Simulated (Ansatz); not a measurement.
What each rung costs, and what it gives

The pair of H₂O (SMILES O, atoms 1–3) and Cl₂ (SMILES ClCl, atoms 4–5), both closed shells, in one local arrangement (a lower one may exist), relaxed at PBE0-D4/def2-TZVP:

```xyz
5
angstrom
O 0.2185 -0.1672 -1.6172
H 0.5332 0.1702 -0.7746
H -0.7367 -0.1920 -1.5307
Cl 0.6964 0.7758 1.8094
Cl -0.7113 -0.5868 2.1132
```

Interaction energies are counterpoise-corrected; the time is that of the whole pair.

Program: Ansatz 0.2.0. Basis: as named in each row. Cores are frozen in the correlated methods. B3LYP uses VWN-RPA correlation. Extrapolation: Hartree–Fock as exp(−7.88 √X), correlation as X^−2.97.

Times are rough, for one single point on 2 threads of a shared host (AMD EPYC 7R13).

The estimate by CCSD(T) at an estimated basis limit (MP2 extrapolated from triple and quadruple zeta, plus CCSD(T) − MP2 in triple zeta) is -1.10 kcal/mol.

```tsv
method	basis	time (s)	interaction energy (kcal/mol)	method less estimate
HF	STO-3G	under 1	0.89	2.00
SPW92	def2-SVP	under 1	-1.95	-0.85
PBE-D4	STO-3G	under 1	-1.05	0.06
B3LYP-D4	6-31G	under 1	-0.52	0.59
PBE-D4	def2-SVP	under 1	-1.37	-0.27
PBE0-D4	def2-SVP	under 1	-1.21	-0.11
CCSD(T)	def2-SVP	under 1	-0.29	0.81
PBE-D4	def2-TZVPPD	1	-1.38	-0.28
revPBE-D4	def2-TZVPPD	1	-0.98	0.12
BLYP-D4	def2-TZVPPD	2	-1.01	0.10
PBE0-D4	def2-TZVPPD	2	-1.19	-0.08
wB97M-V	def2-SVP	2	-1.07	0.03
B3LYP-D4	def2-TZVPPD	2	-1.08	0.02
HSE06-D4	def2-TZVPPD	2	-1.19	-0.09
r2SCAN-D4	def2-TZVPPD	2	-1.26	-0.16
B2PLYP	def2-TZVPPD	3	-0.48	0.62
B97M-V	def2-TZVPPD	4	-1.18	-0.08
wB97X-V	def2-TZVPPD	4	-1.08	0.02
wB97M-V	def2-TZVPPD	4	-1.05	0.05
MP2	def2-QZVPPD	6	-1.04	0.07
CCSD(T)	def2-TZVPPD	22	-0.82	0.28
```

No T1 diagnostic of these runs exceeds 0.011.
